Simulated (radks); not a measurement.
# Excited configurations of Cl³⁺

How tightly is the outer electron of Cl³⁺ held in higher orbitals? Ground state, ion and excited configurations are run in turn.

Program: radks (a radial shooting solver on a logarithmic mesh, Libxc functionals) version 1. Level of theory: non-relativistic Kohn-Sham, PBE, spin-polarised, spherical densities, point nucleus; open shells are filled with parallel spins first. These are calculated values, not measurements, unless marked.

### 1 What is computed

```
element       : chlorine (Z = 17)
charge        : +3
electrons     : 14
configuration : [Ne] 3s2 3p2
```

The outer shells:

Cl³⁺
```
[Ne] core
3s [↑↓]
3p [↑ ][↑ ][  ]
```

### 2 Ground configuration: [Ne] 3s2 3p2

Settings of this run:

```text
Z 17
configuration [Ne] 3s2 3p2
relativity non-relativistic
functional pbe,pbe
spin polarised
nucleus point
```

### 3 The ion: [Ne] 3s2 3p1

Settings of this run:

```text
Z 17
configuration [Ne] 3s2 3p1
relativity non-relativistic
functional pbe,pbe
spin polarised
nucleus point
```

### 4 Outer electron in 3d: [Ne] 3s2 3p1 3d1

Settings of this run:

```text
Z 17
configuration [Ne] 3s2 3p1 3d1
relativity non-relativistic
functional pbe,pbe
spin polarised
nucleus point
```

### 5 Outer electron in 4d: [Ne] 3s2 3p1 4d1

Settings of this run:

```text
Z 17
configuration [Ne] 3s2 3p1 4d1
relativity non-relativistic
functional pbe,pbe
spin polarised
nucleus point
```

### 6 Outer electron in 5s: [Ne] 3s2 3p1 5s1

Settings of this run:

```text
Z 17
configuration [Ne] 3s2 3p1 5s1
relativity non-relativistic
functional pbe,pbe
spin polarised
nucleus point
```

### 7 Outer electron in 5p: [Ne] 3s2 3p1 5p1

Settings of this run:

```text
Z 17
configuration [Ne] 3s2 3p1 5p1
relativity non-relativistic
functional pbe,pbe
spin polarised
nucleus point
```

### 8 Outer electron in 5d: [Ne] 3s2 3p1 5d1

Settings of this run:

```text
Z 17
configuration [Ne] 3s2 3p1 5d1
relativity non-relativistic
functional pbe,pbe
spin polarised
nucleus point
```

### 9 Outer electron in 6s: [Ne] 3s2 3p1 6s1

Settings of this run:

```text
Z 17
configuration [Ne] 3s2 3p1 6s1
relativity non-relativistic
functional pbe,pbe
spin polarised
nucleus point
```

### 10 Outer electron in 6p: [Ne] 3s2 3p1 6p1

Settings of this run:

```text
Z 17
configuration [Ne] 3s2 3p1 6p1
relativity non-relativistic
functional pbe,pbe
spin polarised
nucleus point
```

### 11 Outer electron in 6d: [Ne] 3s2 3p1 6d1

Settings of this run:

```text
Z 17
configuration [Ne] 3s2 3p1 6d1
relativity non-relativistic
functional pbe,pbe
spin polarised
nucleus point
```

### 12 Outer electron in 6f: [Ne] 3s2 3p1 6f1

Settings of this run:

```text
Z 17
configuration [Ne] 3s2 3p1 6f1
relativity non-relativistic
functional pbe,pbe
spin polarised
nucleus point
```

### 13 Outer electron in 7s: [Ne] 3s2 3p1 7s1

Settings of this run:

```text
Z 17
configuration [Ne] 3s2 3p1 7s1
relativity non-relativistic
functional pbe,pbe
spin polarised
nucleus point
```

### 14 Outer electron in 7p: [Ne] 3s2 3p1 7p1

Settings of this run:

```text
Z 17
configuration [Ne] 3s2 3p1 7p1
relativity non-relativistic
functional pbe,pbe
spin polarised
nucleus point
```

### 15 Outer electron in 7d: [Ne] 3s2 3p1 7d1

Settings of this run:

```text
Z 17
configuration [Ne] 3s2 3p1 7d1
relativity non-relativistic
functional pbe,pbe
spin polarised
nucleus point
```

Before running it: what results should come out? Wanted: for each run, outer orbital; excitation; binding; n*; quantum defect; <r>.

As calculated:

```
outer orbital  excitation (eV)  binding (eV)     n*  quantum defect  <r> (bohr)
           3d           19.302        33.996  2.530           0.470       1.774
           4d           35.999        17.300  3.547           0.453       4.125
           5s           38.300        14.999  3.810           1.190       5.624
           5p           39.995        13.303  4.045           0.955       6.116
           5d           42.488        10.811  4.487           0.513       7.058
           6s           43.721         9.577  4.768           1.232       8.784
           6p           44.592         8.707  5.000           1.000       9.448
           6d           45.913         7.386  5.429           0.571       10.69
           6f           46.566         6.733  5.686           0.314       11.00
           7s           46.647         6.652  5.721           1.279       12.66
           7d           47.939         5.360  6.373           0.627       15.03
```

**Reading.** Binding is E(ion) − E, and n* = 4/√(2·binding) in atomic units. The Δ-SCF energy to the ion that was run is 53.299 eV (NIST's first ionisation energy, to the ion's ground state: 53.2 eV, semi-empirical). Mean quantum defects: d 0.53, s 1.23, p 0.98, f 0.31. They fall with l, since high-l orbitals stay out of the core. Self-interaction in the functional shifts them, so they are the method's values and not measured ones. Open shells are spherical and high-spin; term and fine-structure splittings are not resolved.
